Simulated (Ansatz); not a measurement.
# HAlP, quartet: reading a ladder of total energies

Geometry: a point of a breathe scan, not a stationary point.

```xyz
3

Al    0.0000   -0.0932    1.0706
P     0.0000    0.0441   -0.9889
H     0.0000    1.1378    1.7292
```

Basis 6-31G; Ansatz 0.2.0. Only valence electrons are correlated (noble-gas cores frozen), which leaves 9 electrons in 18 orbitals. Prefix R: restricted or restricted open-shell reference; prefix U: unrestricted.

Full CI is exact within this basis and frozen core; it isn't the basis-set limit. The frozen core follows each run's orbitals, which can shift R against U totals by a few meV.

Runs differ by some tens of microhartree through their thresholds and, for an open shell, their frozen cores, so steps under 0.1 kcal/mol mean nothing.

```tsv
level	total energy (hartree)
UHF	-583.065704
UMP2	-583.110797
UCCSD	-583.127496
UCCSD(T)	-583.128714
UCCSDT	-583.129181
UCCSDT(Q)	-583.129210
full CI	-583.129200
```

Question: What is the correlation energy at full CI, and what share of it do UMP2 and UCCSD(T) recover?

Answer: E(corr) = -583.129200 − (-583.065704) = -0.063496 hartree = -1.728 eV. UMP2: -0.045093 / -0.063496 = 71.02 %. UCCSD(T): -0.063010 / -0.063496 = 99.23 %.

Question: By how many kcal/mol does UCCSD(T) miss full CI (1 hartree = 627.509 kcal/mol), and which steps make up the rest?

Answer: -583.128714 − (-583.129200) = 0.000486 hartree = 0.30 kcal/mol. Steps: UCCSDT − UCCSD(T) = -0.29, UCCSDT(Q) − UCCSDT = -0.02, full CI − UCCSDT(Q) = 0.01 kcal/mol. That is within 1 kcal/mol of the reference in this basis, which itself misses far more of the correlation at the basis-set limit.
